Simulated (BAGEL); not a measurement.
**NEVPT2(14,9)/6-31G(d) (density fitting with cc-pvqz-jkfit, spherical functions) run of [HO2]− (hydroperoxide(1-))**

What is the energy change on altering one bond length of [HO2]− (hydroperoxide(1-)) at NEVPT2(14,9)/6-31G* (density fitting with cc-pvqz-jkfit, spherical functions)? 

The calculation is run with BAGEL 1.2.2.

### Step 1. The system as given

[HO2]−: 3 atoms, total charge -1, spin state singlet. As SMILES, `[O-]O`. The shape is that of a PBE0-D4/def2-TZVPD optimisation.

Bond lengths: O1–O2 1.479 Å, O2–H3 0.961 Å. Angles: O1–O2–H3 100.1°.

### Step 2. The energy at NEVPT2(14,9)/6-31G(d) (density fitting with cc-pvqz-jkfit, spherical functions)

Input file job.json:

```json
{ "bagel": [

{
  "title": "molecule",
  "basis": "6-31gs.json",
  "df_basis": "cc-pvqz-jkfit",
  "angstrom": "true",
  "geometry": [
    { "atom": "O", "xyz": [   -0.357760,    1.025590,   -0.080830 ] },
    { "atom": "O", "xyz": [   -0.242260,   -0.445880,   -0.180750 ] },
    { "atom": "H", "xyz": [    0.600030,   -0.579720,    0.261570 ] }
  ]
},
{ "title": "hf", "charge": -1 },
{ "title": "casscf", "nstate": 1, "nact": 9, "nclosed": 2, "charge": -1, "maxiter": 200, "natocc": "true" },
{ "title": "nevpt2", "nstate": 1, "nact": 9, "nclosed": 2, "charge": -1, "maxiter": 200, "natocc": "true", "ncore": 2 },
{ "title": "print", "file": "orbitals.molden", "orbitals": "true" }

]}
```

The basis set 6-31G* is read from a file made from the Basis Set Exchange's data (not shown).

Command:

```sh
BAGEL_NUM_THREADS=1 BAGEL job.json > job.out
```

Log:

```text
* using 1 threads per process

  ===============================================================
  ===============================================================

  *** Geometry ***

  { "atom" : "O", "xyz" : [     -0.676068,      1.938084,     -0.152747 ] },
  { "atom" : "O", "xyz" : [     -0.457805,     -0.842591,     -0.341568 ] },
  { "atom" : "H", "xyz" : [      1.133892,     -1.095512,      0.494296 ] },

  Number of auxiliary basis functions:      263

  Since a DF basis is specified, we compute 2- and 3-index integrals:
    o Being stored without compression. Storage requirement is 0.002 GB

  Number of basis functions:       30
  Number of electrons      :       17

    * METHOD: MOLECULE                             0.03

  *** RHF ***

  === Nuclear Repulsion ===
    29.5270672001

      * DIIS with orbital gradients will be used.

  === RHF iteration (6-31gs.json) ===
      0       -149.96251665          0.04064700           0.00
      1       -150.08837812          0.01843746           0.00
      2       -150.12158366          0.00286594           0.00
      3       -150.12264278          0.00121638           0.00
      4       -150.12283070          0.00056030           0.00
      5       -150.12287183          0.00013209           0.00
      6       -150.12287555          0.00003136           0.00
      7       -150.12287579          0.00001344           0.00
      8       -150.12287585          0.00000782           0.00
      9       -150.12287587          0.00000395           0.00
     10       -150.12287588          0.00000104           0.00
     11       -150.12287588          0.00000040           0.00
     12       -150.12287588          0.00000018           0.00
     13       -150.12287588          0.00000005           0.00
     14       -150.12287588          0.00000001           0.00
     15       -150.12287588          0.00000000           0.00
    * SCF iteration converged.

    * Permanent dipole moment:
           (   -0.642721,     0.662984,    -0.275542) a.u.

    * METHOD: HF                                   0.06

  ---------------------------
      CASSCF calculation
  ---------------------------

    * nstate   :      1
    * nclosed  :      2
    * nact     :      9
    * nvirt    :     19
  === CASSCF iteration (6-31gs.json) ===

    * Using the second-order algorithm

      0  0      -150.16123744     8.32e-03      0.02

      1  0      -150.19794911     2.87e-03      0.04

      2  0      -150.19904662     6.19e-04      0.04

      3  0      -150.19907349     1.84e-04      0.04

      4  0      -150.19907567     6.15e-05      0.04

      5  0      -150.19907596     2.31e-05      0.04

      6  0      -150.19907600     9.33e-06      0.04

      7  0      -150.19907601     3.89e-06      0.04

      8  0      -150.19907601     1.64e-06      0.04

      9  0      -150.19907601     6.91e-07      0.04

     10  0      -150.19907601     2.93e-07      0.04

     11  0      -150.19907601     1.24e-07      0.04

     12  0      -150.19907601     5.26e-08      0.04

     13  0      -150.19907601     2.23e-08      0.04

     14  0      -150.19907601     9.51e-09      0.04

    * Second-order optimization converged. *

     guess   0:   closed 1111111..            open .........

  === FCI iteration ===

      0  0      -150.12078424     1.07e-02      0.00
      1  0      -150.19248231     3.23e-03      0.00
      2  0      -150.19855015     9.31e-04      0.00
      3  0      -150.19901335     2.95e-04      0.00
      4  0      -150.19906807     9.90e-05      0.00
      5  0      -150.19907474     3.90e-05      0.00
      6  0      -150.19907583     1.58e-05      0.00
      7  0      -150.19907599     5.40e-06      0.00
      8  0      -150.19907601     2.05e-06      0.00
      9  0      -150.19907601     8.10e-07      0.00
     10  0      -150.19907601     3.45e-07      0.00
     11  0      -150.19907601     1.82e-07      0.00
     12  0      -150.19907601     8.11e-08      0.00
     13  0      -150.19907601     2.98e-08      0.00
     14  0      -150.19907601     9.59e-09      0.00
     15  0      -150.19907601     3.22e-09      0.00
     16  0      -150.19907601     1.05e-09      0.00
     17  0      -150.19907601     4.10e-10      0.00
     18  0      -150.19907601     1.57e-10      0.00
     19  0 *    -150.19907601     4.82e-11      0.00

     * ci vector, state   0, <S^2> = -0.0000
       2222222..    -0.9772296441
       222222.2.     0.1616354725
       22222.2.2     0.1007180351

    * METHOD: CASSCF                               0.59

    * freezing 2 orbitals

  === DF-NEVPT2 calculation ===

    * 3-index integral transformation done
    * assembly done

      NEVPT2 correlation energy:   -0.2569352809      0.02

          (+0)      0.0000000000
          (+0)'     0.0000000000
          (+1)      0.0000000000
          (+1)'     0.0000000000
          (+2)      0.0000000000
          (-1)      0.0000000000
          (-1)'    -0.0912845248
          (-2)     -0.1656507561

      NEVPT2 total energy:       -150.4560112943

    * METHOD: NEVPT2                              11.37

    * METHOD: PRINT                                0.00

  ===============================================================
```

It took 12 s on 1 thread of Arm Neoverse V2, shared host; peak memory 1.1 GiB.

### Step 3. The distorted shape at the same level

Input file nevpt2.json:

```json
{ "bagel" : [

{
  "title" : "molecule",
  "basis" : "6-31gs.json",
  "df_basis" : "cc-pvqz-jkfit",
  "angstrom" : true,
  "geometry" : [
    { "atom" : "O", "xyz" : [   -0.392411,    1.467044,   -0.050853 ] },
    { "atom" : "O", "xyz" : [   -0.242260,   -0.445880,   -0.180750 ] },
    { "atom" : "H", "xyz" : [    0.600030,   -0.579720,    0.261570 ] }
  ]
},
{
  "title" : "hf",
  "charge" : -1
},
{
  "title" : "casscf",
  "nstate" : 1,
  "nact" : 9,
  "nclosed" : 2,
  "charge" : -1,
  "nspin" : 0,
  "maxiter" : 200,
  "natocc" : true
},
{
  "title" : "nevpt2",
  "nstate" : 1,
  "nact" : 9,
  "nclosed" : 2,
  "charge" : -1,
  "nspin" : 0,
  "maxiter" : 200,
  "natocc" : true,
  "ncore" : 2
},
{
  "title" : "print",
  "file" : "orbitals.molden",
  "orbitals" : true
}

]}
```

The basis set 6-31G* is read from a file made from the Basis Set Exchange's data (not shown).

Command:

```sh
BAGEL_NUM_THREADS=1 BAGEL nevpt2.json > nevpt2.out
```

Log:

```text
* using 1 threads per process

  ===============================================================
  ===============================================================

  *** Geometry ***

  { "atom" : "O", "xyz" : [     -0.741549,      2.772311,     -0.096098 ] },
  { "atom" : "O", "xyz" : [     -0.457805,     -0.842591,     -0.341568 ] },
  { "atom" : "H", "xyz" : [      1.133892,     -1.095512,      0.494296 ] },

  Number of auxiliary basis functions:      263

  Since a DF basis is specified, we compute 2- and 3-index integrals:
    o Being stored without compression. Storage requirement is 0.002 GB

  Number of basis functions:       30
  Number of electrons      :       17

    * METHOD: MOLECULE                             0.03

  *** RHF ***

  === Nuclear Repulsion ===
    23.8601210118

      * DIIS with orbital gradients will be used.

  === RHF iteration (6-31gs.json) ===
      0       -149.92162670          0.03972185           0.00
      1       -150.04995559          0.01606956           0.00
      2       -150.08016873          0.00337662           0.00
      3       -150.08251640          0.00174984           0.00
      4       -150.08293809          0.00069471           0.00
      5       -150.08303961          0.00015104           0.00
      6       -150.08304627          0.00006777           0.00
      7       -150.08304818          0.00005515           0.00
      8       -150.08305092          0.00003423           0.00
      9       -150.08305245          0.00000986           0.00
     10       -150.08305252          0.00000468           0.00
     11       -150.08305252          0.00000182           0.00
     12       -150.08305252          0.00000089           0.00
     13       -150.08305252          0.00000029           0.00
     14       -150.08305252          0.00000012           0.00
     15       -150.08305252          0.00000009           0.00
     16       -150.08305252          0.00000007           0.00
     17       -150.08305252          0.00000005           0.00
     18       -150.08305252          0.00000003           0.00
     19       -150.08305252          0.00000001           0.00
     20       -150.08305252          0.00000000           0.00
    * SCF iteration converged.

    * Permanent dipole moment:
           (   -0.563805,     0.029452,    -0.302722) a.u.

    * METHOD: HF                                   0.08

  ---------------------------
      CASSCF calculation
  ---------------------------

    * nstate   :      1
    * nclosed  :      2
    * nact     :      9
    * nvirt    :     19
  === CASSCF iteration (6-31gs.json) ===

    * Using the second-order algorithm

      0  0      -150.13670619     1.86e-02      0.02

      1  0      -150.17338507     6.93e-03      0.04

      2  0      -150.17671376     2.65e-03      0.04

      3  0      -150.17693438     1.17e-03      0.04

      4  0      -150.17697464     5.47e-04      0.04

      5  0      -150.17698343     2.60e-04      0.04

      6  0      -150.17698539     1.23e-04      0.04

      7  0      -150.17698582     5.86e-05      0.04

      8  0      -150.17698592     2.78e-05      0.04

      9  0      -150.17698594     1.32e-05      0.04

     10  0      -150.17698595     6.23e-06      0.04

     11  0      -150.17698595     2.95e-06      0.04

     12  0      -150.17698595     1.40e-06      0.04

     13  0      -150.17698595     6.62e-07      0.04

     14  0      -150.17698595     3.13e-07      0.04

     15  0      -150.17698595     1.48e-07      0.04

     16  0      -150.17698595     7.02e-08      0.04

     17  0      -150.17698595     3.33e-08      0.04

     18  0      -150.17698595     1.57e-08      0.04

     19  0      -150.17698595     7.47e-09      0.03

    * Second-order optimization converged. *

     guess   0:   closed 1111111..            open .........

  === FCI iteration ===

      0  0      -150.06807655     1.08e-02      0.00
      1  0      -150.16055692     4.14e-03      0.00
      2  0      -150.17463598     1.73e-03      0.00
      3  0      -150.17673099     5.62e-04      0.00
      4  0      -150.17695208     1.82e-04      0.00
      5  0      -150.17697851     6.49e-05      0.00
      6  0      -150.17698396     4.07e-05      0.00
      7  0      -150.17698545     1.73e-05      0.00
      8  0      -150.17698577     9.17e-06      0.00
      9  0      -150.17698590     6.74e-06      0.00
     10  0      -150.17698594     3.04e-06      0.00
     11  0      -150.17698595     1.06e-06      0.00
     12  0      -150.17698595     3.46e-07      0.00
     13  0      -150.17698595     1.05e-07      0.00
     14  0      -150.17698595     2.70e-08      0.00
     15  0      -150.17698595     8.39e-09      0.00
     16  0      -150.17698595     3.16e-09      0.00
     17  0      -150.17698595     1.22e-09      0.00
     18  0      -150.17698595     4.24e-10      0.00
     19  0      -150.17698595     1.33e-10      0.00
    ** throwing out 1 trial vectors **
     20  0 *    -150.17698595     3.70e-11      0.00

     * ci vector, state   0, <S^2> = 0.0000
       2222222..    -0.9498086906
       222222.2.     0.2788679810
       22222.2.2     0.0982322094

    * METHOD: CASSCF                               0.79

    * freezing 2 orbitals

  === DF-NEVPT2 calculation ===

    * 3-index integral transformation done
    * assembly done

      NEVPT2 correlation energy:   -0.2504655825      0.02

          (+0)      0.0000000000
          (+0)'     0.0000000000
          (+1)      0.0000000000
          (+1)'     0.0000000000
          (+2)      0.0000000000
          (-1)      0.0000000000
          (-1)'    -0.0864486033
          (-2)     -0.1640169792

      NEVPT2 total energy:       -150.4274515333

    * METHOD: NEVPT2                              10.71

    * METHOD: PRINT                                0.00

  ===============================================================
```

It took 12 s on 1 thread of Arm Neoverse V2, shared host; peak memory 1.1 GiB.

### Step 4. Results

At NEVPT2(14,9)/6-31G* (density fitting with cc-pvqz-jkfit, spherical functions), 2 core orbitals frozen:

| quantity | value |
| --- | --- |
| first shape: total energy | -150.45601 Eh |
| distorted shape: total energy | -150.42745 Eh |
| energy change with the O1–O2 bond stretched from 1.479 to 1.923 Å | 0.777 eV |

**Reading.** With the O1–O2 bond stretched from 1.479 to 1.923 Å the energy rises by 0.78 eV (17.9 kcal/mol). The first shape isn't relaxed at this level, so the change isn't measured from a minimum.
